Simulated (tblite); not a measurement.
C6H2 (charge +1 and doublet state).
Atom-mapped SMILES: `[CH:1]#[C:2][C:3]#[C:4][C:5]=[CH+:6]` (hydrogens: H7 on C1; H8 on C6)
Bond orders are those of one Lewis drawing.

Computed with GFN2-xTB (tblite), gas phase: L-BFGS steps from a force-field or distance-geometry start until the largest atomic force falls under 0.01 eV/Å.

Step 1: E = -356.2278 eV
```
atom  x, y, z in Å  |  force x, y, z in eV/Å
C1      3.0126   -0.1612   -1.4439   -5.135   0.304   2.424
C2      1.8394   -0.0935   -0.8870    2.674  -0.186  -1.180
C3      0.6372   -0.0364   -0.2859   -5.356   0.356   2.468
C4     -0.6319    0.0398    0.3168    5.359  -0.367  -2.486
C5     -1.8322    0.0953    0.9137   -3.553   0.213   1.634
C6     -3.0217    0.1583    1.4814    6.464  -0.336  -3.079
H7      3.9576   -0.2057   -1.9095    0.082  -0.008  -0.040
H8     -3.9521    0.2129    1.9454   -0.535   0.022   0.260
```

Step 2: E = -356.9819 eV
```
atom  x, y, z in Å  |  force x, y, z in eV/Å
C1      2.9708   -0.1587   -1.4242   -0.575   0.056   0.235
C2      1.8513   -0.0946   -0.8916   -1.362   0.040   0.750
C3      0.6047   -0.0340   -0.2714   -3.007   0.220   1.344
C4     -0.5997    0.0373    0.3022    2.915  -0.226  -1.315
C5     -1.8495    0.0965    0.9211    1.257  -0.039  -0.678
C6     -2.9704    0.1557    1.4570    0.743  -0.022  -0.307
H7      3.9583   -0.2058   -1.9098   -1.229   0.054   0.607
H8     -3.9565    0.2131    1.9476    1.259  -0.083  -0.636
```

Step 3: E = -357.1233 eV
```
atom  x, y, z in Å  |  force x, y, z in eV/Å
C1      2.9501   -0.1570   -1.4151   -1.454   0.100   0.667
C2      1.8249   -0.0940   -0.8767   -0.848   0.019   0.484
C3      0.5479   -0.0297   -0.2463    4.684  -0.233  -2.321
C4     -0.5447    0.0329    0.2777   -4.747   0.226   2.338
C5     -1.8254    0.0958    0.9079    1.295  -0.047  -0.681
C6     -2.9450    0.1547    1.4458    0.910  -0.032  -0.397
H7      3.9363   -0.2049   -1.8989   -1.180   0.053   0.582
H8     -3.9350    0.2116    1.9366    1.339  -0.085  -0.673
```

Step 4: E = -357.3840 eV
```
atom  x, y, z in Å  |  force x, y, z in eV/Å
C1      2.9269   -0.1554   -1.4045   -0.164   0.026   0.052
C2      1.8121   -0.0937   -0.8693   -1.021   0.039   0.542
C3      0.5691   -0.0303   -0.2579    0.346   0.000  -0.210
C4     -0.5670    0.0333    0.2895   -0.331  -0.010   0.193
C5     -1.8102    0.0954    0.8996    1.046  -0.042  -0.541
C6     -2.9239    0.1538    1.4363    0.044   0.013   0.016
H7      3.9215   -0.2042   -1.8916   -1.392   0.064   0.685
H8     -3.9196    0.2106    1.9289    1.473  -0.091  -0.737
```

**Question.** Estimate the geometry and energy of step 5. (The exact step hangs on the optimiser's Hessian estimate; all steps are aligned on step 4, rigid shifts and turns removed.)

**Answer.** E = -357.5704 eV, largest force 1.455 eV/Å
```
atom  x, y, z in Å  |  force x, y, z in eV/Å
C1      2.8884   -0.1525   -1.3873    0.380  -0.011  -0.195
C2      1.7795   -0.0930   -0.8507   -0.258   0.012   0.136
C3      0.5705   -0.0291   -0.2612   -1.063   0.057   0.512
C4     -0.5693    0.0318    0.2928    1.122  -0.067  -0.545
C5     -1.7772    0.0945    0.8816    0.225  -0.009  -0.115
C6     -2.8854    0.1523    1.4193   -0.461   0.035   0.244
H7      3.8783   -0.2023   -1.8703   -1.246   0.059   0.610
H8     -3.8756    0.2077    1.9067    1.301  -0.077  -0.647
```

The energy changes by -0.1864 eV. The first-order estimate −F·Δx gives -0.2552 eV and the mean of the old and new forces, exact on a quadratic surface, -0.1835 eV. The step makes an angle of 33° with the force vector and moves no atom by more than 0.049 Å.

What follows is the cost of the whole relaxation. The run took under 0.1 s on an Arm Neoverse V2 with one thread, shared host with 96 logical CPUs at a one-minute load of 36.
